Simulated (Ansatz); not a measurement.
**CH3AlO (SMILES [CH2]1[O][AlH]1): functionals against CCSD(T) at one geometry**

One table from this session's results is given with a row withheld; the runs are named, their logs left out.

The runs use Ansatz 0.2.0, Gaussian basis; single points in def2-TZVPP.

Cores are frozen in the correlated methods.

## Starting geometry

6 atoms, charge 0, spin multiplicity 1.

Atoms are counted from 1 here; the program's logs count them from 0.

Bond lengths: C1–O2 1.530 Å, C1–Al3 1.927 Å, C1–H4 1.047 Å, C1–H5 1.089 Å, O2–Al3 1.711 Å, Al3–H6 1.398 Å. Angles: O2–C1–Al3 58.0°, O2–C1–H4 106.1°, O2–C1–H5 107.8°, Al3–C1–H4 124.2°, Al3–C1–H5 126.9°, H4–C1–H5 108.9°, C1–O2–Al3 72.7°, C1–Al3–O2 49.3°, C1–Al3–H6 158.3°, O2–Al3–H6 151.4°.

Geometry (Å):

```mol
CH3AlO
  3D, bonds by distance, orders not assigned

  6  6  0  0  0  0  0  0  0  0999 V2000
   -0.0372   -0.2426   -0.7685 C   0  0
    0.2263   -1.0036    0.5328 O   0  0
   -0.0886    0.6250    0.9519 Al  0  0
   -0.8599   -0.7100   -1.2171 H   0  0
    0.8332   -0.3702   -1.4097 H   0  0
   -0.1127    1.6709    1.8792 H   0  0
  1  2  8  0
  1  3  8  0
  1  4  8  0
  1  5  8  0
  2  3  8  0
  3  6  8  0
M  END
```

The first run:

File run/in.yaml:

```yaml
crystal:
  periodic: [false, false, false]
  atoms:
    - {symbol: C, position_ang: [-0.037200, -0.242600, -0.768500]}
    - {symbol: O, position_ang: [0.226300, -1.003600, 0.532800]}
    - {symbol: Al, position_ang: [-0.088600, 0.625000, 0.951900]}
    - {symbol: H, position_ang: [-0.859900, -0.710000, -1.217100]}
    - {symbol: H, position_ang: [0.833200, -0.370200, -1.409700]}
    - {symbol: H, position_ang: [-0.112700, 1.670900, 1.879200]}
basis:
  gaussian: {orbitals: def2-TZVPP}
correlation: {method: ccsd_t}
output: {forces: true}
```

The command line of these runs was not kept.

Among the steps run: CCSD(T)/def2-TZVPP; PBE0-D4/def2-TZVPP; wB97M-V/def2-TZVPP; r2SCAN-D4/def2-TZVPP; PBE-D4/def2-TZVPP; HSE06-D4/def2-TZVPP; CAM-B3LYP-D4/def2-TZVPP.

One table of the session follows, with a row left open; its other results are not shown here.

| method | RMS force component (eV/Å) | angle to CCSD(T) forces (°) | dipole (D) |
| --- | --- | --- | --- |
| CCSD(T) | 1.379 | reference | 2.74 |
| PBE0-D4 | 1.487 | 7.5 | 2.73 |
| wB97M-V | 1.408 | 5.9 | 2.86 |
| r2SCAN-D4 | 1.442 | 3.3 | 2.61 |
| PBE-D4 | 1.404 | 6.5 | 2.45 |
| HSE06-D4 | 1.486 | 7.4 | 2.73 |
| CAM-B3LYP-D4 | ? | ? | ? |

Estimate the missing values for CAM-B3LYP-D4.

The run gave: RMS force component (eV/Å): 1.461; angle to CCSD(T) forces (°): 8.1; dipole (D): 2.88. In the column «RMS force component (eV/Å)» it lies between r2SCAN-D4 (1.442) and HSE06-D4 (1.486).
